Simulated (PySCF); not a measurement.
## Working out the ionisation energy of Ar

Ar [Ar] (1S) → Ar⁺ [Ne] 3s2 3p5 (2P). All numbers are calculated (PySCF 2.14, no relativity, point nucleus, in dyall-av2z). Frozen: [Ne]; the 16 highest virtual orbitals dropped. Energies in hartree (1 hartree = 27.21139 eV):

```csv
part,Ar (lower),Ar⁺ (upper)
UHF,-526.800814,-526.261448
MP2 opposite-spin,-0.120525,-0.096781
MP2 same-spin,-0.044899,-0.032345
```

Problem. What does Hartree-Fock give?

Solution. (-526.261448) − (-526.800814) = 0.539366 hartree = 14.677 eV.

Problem. What do MP2 and SCS-MP2 (6/5 opposite-spin, 1/3 same-spin) give?

Solution. The opposite-spin parts differ by 0.646 eV and the same-spin parts by 0.342 eV. MP2: 14.677 + (0.646) + (0.342) = 15.665 eV. SCS-MP2: 14.677 + 1.2 × (0.646) + (0.342)/3 = 15.566 eV.

Measured between the centres of the two terms (NIST): 15.819 eV, so MP2 (valence) is off by -0.154 eV.

A double-zeta basis recovers only part of the correlation energy.

What remains against the reference includes basis incompleteness, the frozen core and correlation beyond second order.
